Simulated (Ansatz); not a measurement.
## AlH3F− (SMILES [H][Al-]([H])([H])[F]): methods side by side

The species is AlH3F− (5 atoms), meant as a singlet with charge -1. SMILES: `[H][Al-]([H])([H])[F]`. The shape comes from GFN2-xTB, which is rough for such elements, and wasn't checked as a minimum.

```xyz
5

Al   -0.0006    0.0002   -0.0375
F     0.0114   -0.0193    1.6579
H     1.5299    0.0115   -0.5503
H    -0.7746    1.3326   -0.5198
H    -0.7662   -1.3250   -0.5502
```

Each level gives the energy change with the Al1–H3 bond stretched from 1.614 to 3.228 Å (eV). The values are calculated.

| level | kind | program | value (eV) | less FCI/STO-3G | CPU time (all runs) |
| --- | --- | --- | --- | --- | --- |
| SVWN5/STO-3G (restricted) | LDA | Ansatz | 4.87 | -0.79 | 1.1 s |
| PBE/STO-3G (restricted) | GGA | Ansatz | 4.62 | -1.04 | 1.6 s |
| HSE06/STO-3G (restricted) | range-separated hybrid | Ansatz | 5.28 | -0.38 | 1.9 s |
| wB97M-V/STO-3G (restricted) | range-separated hybrid | Ansatz | 5.61 | -0.05 | 23 s |
| RPA@PBE/STO-3G (restricted) | RPA | Ansatz | 4.77 | -0.89 | 3.1 s |
| MP2/STO-3G (restricted) | perturbation theory | Ansatz | 6.02 | +0.36 | 0.14 s |
| CCSDT/STO-3G (restricted) | coupled cluster or CI | Ansatz | 5.65 | -0.01 | 0.31 s |
| FCI/STO-3G | exact in the basis | Ansatz | 5.66 | 0.00 | 0.81 s |

FCI/STO-3G is exact within its basis and frozen core, so for wave-function methods in that basis the difference is their error; functionals converge differently with the basis, so for them it is only a difference. Sets without diffuse functions describe the anion poorly. The first shape isn't each level's own minimum. The values span 4.62 to 6.02 eV. All rows use very small basis sets, so even the best lies far from the true value. Times are those of the runs behind each value, whatever else they computed, on shared processors of several kinds: orders of magnitude only.
